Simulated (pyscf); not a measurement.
Routes from `[OH][SiH]([Cl])[Cl]` + `[ClH]`

Candidate steps break at most two bonds and form at most two. Each was searched with GFN2-xTB (tblite) first. Structures and frequencies: ωB97X-D3(BJ)/def2-SVP in PySCF. Energies: ωB97M-D3(BJ)/def2-TZVP, kcal/mol, from the separated reactants, singlet surface; ΔG‡ with ideal gas, 1 atm, RRHO with modes under 100 cm⁻¹ raised to 100, one conformer, R ln 2 for chiral ones without a mode under 150 cm⁻¹.

```json
[
 {"products": "Cl–SiH(Cl)–Cl + H₂O", "type": "four-centre exchange", "ΔE‡": "21.3", "ΔE": "+4.2", "ΔG‡ 298 K": "32.1", "ΔG‡ 900 K": "54.2", "ν‡ (cm⁻¹)": "509i"},
 {"products": "HO–Si(Cl)(Cl)–Cl + H₂", "type": "four-centre exchange", "ΔE‡": "36.9", "ΔE": "-17.1", "ΔG‡ 298 K": "47.5", "ΔG‡ 900 K": "69.7", "ν‡ (cm⁻¹)": "863i"}
]
```

Plain bond fissions and candidates not yet searched are not listed, and one of them may be faster. Each barrier is that of the saddle found; lower ones may exist.
